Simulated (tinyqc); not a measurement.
Worked calculation: CIS on RHF in the sto-6g basis, for HF, spin multiplicity 1. One step of it, computed by the program tinyqc.

Question. CIS matrix, singlets. A(ia,jb) = (e_a - e_i) d_ij d_ab + 2 (ia|jb) - (ij|ab).

orbital energies (hartree): MO1 -26.258448, MO2 -1.436502, MO3 -0.516654, MO4 -0.471450, MO5 -0.471450, MO6 0.403564

Two-electron integrals over orbitals (pq|rs), unique and non-zero (hartree):
```
(11|11) 5.382168    (21|11) -0.531444   (21|21) 0.084599    (22|11) 1.245846
(22|21) -0.023671   (22|22) 0.871932    (31|11) 0.116589    (31|21) -0.017865
(31|22) 0.007989    (31|31) 0.019209    (32|11) -0.130808   (32|21) 0.006217
(32|22) -0.042875   (32|31) 0.020662    (32|32) 0.141499    (33|11) 0.917432
(33|21) -0.008575   (33|22) 0.711035    (33|31) -0.002973   (33|32) -0.021262
(33|33) 0.697903    (41|41) 0.030361    (42|41) 0.039862    (42|42) 0.188165
(43|41) -0.007906   (43|42) -0.031003   (43|43) 0.037870    (44|11) 1.265985
(44|21) -0.014109   (44|22) 0.894197    (44|31) 0.002973    (44|32) -0.069620
(44|33) 0.698094    (44|44) 0.998085    (51|51) 0.030361    (52|51) 0.039862
(52|52) 0.188165    (53|51) -0.007906   (53|52) -0.031003   (53|53) 0.037870
(54|54) 0.053789    (55|11) 1.265985    (55|21) -0.014109   (55|22) 0.894197
(55|31) 0.002973    (55|32) -0.069620   (55|33) 0.698094    (55|44) 0.890506
(55|55) 0.998085    (61|11) 0.124929    (61|21) -0.020930   (61|22) 0.002755
(61|31) -0.011658   (61|32) -0.023788   (61|33) 0.006979    (61|44) 0.003184
(61|55) 0.003184    (61|61) 0.021939    (62|11) -0.180039   (62|21) 0.004910
(62|22) -0.097116   (62|31) -0.020076   (62|32) -0.070861   (62|33) -0.025731
(62|44) -0.095071   (62|55) -0.095071   (62|61) 0.018175    (62|62) 0.091687
(63|11) -0.406649   (63|21) 0.006358    (63|22) -0.222281   (63|31) 0.001743
(63|32) 0.084819    (63|33) -0.101055   (63|44) -0.234520   (63|55) -0.234520
(63|61) -0.004856   (63|62) 0.041899    (63|63) 0.219001    (64|41) -0.007815
(64|42) -0.031579   (64|43) -0.020923   (64|64) 0.029306    (65|51) -0.007815
(65|52) -0.031579   (65|53) -0.020923   (65|65) 0.029306    (66|11) 0.850712
(66|21) -0.008682   (66|22) 0.648776    (66|31) 0.011402    (66|32) 0.052274
(66|33) 0.656511    (66|44) 0.629851    (66|55) 0.629851    (66|61) -0.007897
(66|62) -0.057715   (66|63) -0.020877   (66|66) 0.688106
```

Give: CIS matrix A, singlet.

Answer.

CIS matrix A, singlet (hartree):
```
        1>6    2>6     3>6    4>6    5>6
1>6  25.855  0.045  -0.021  0.000  0.000
2>6   0.045  1.375   0.032  0.000  0.000
3>6  -0.021  0.032   0.702  0.000  0.000
4>6   0.000  0.000   0.000  0.304  0.000
5>6   0.000  0.000   0.000  0.000  0.304
```
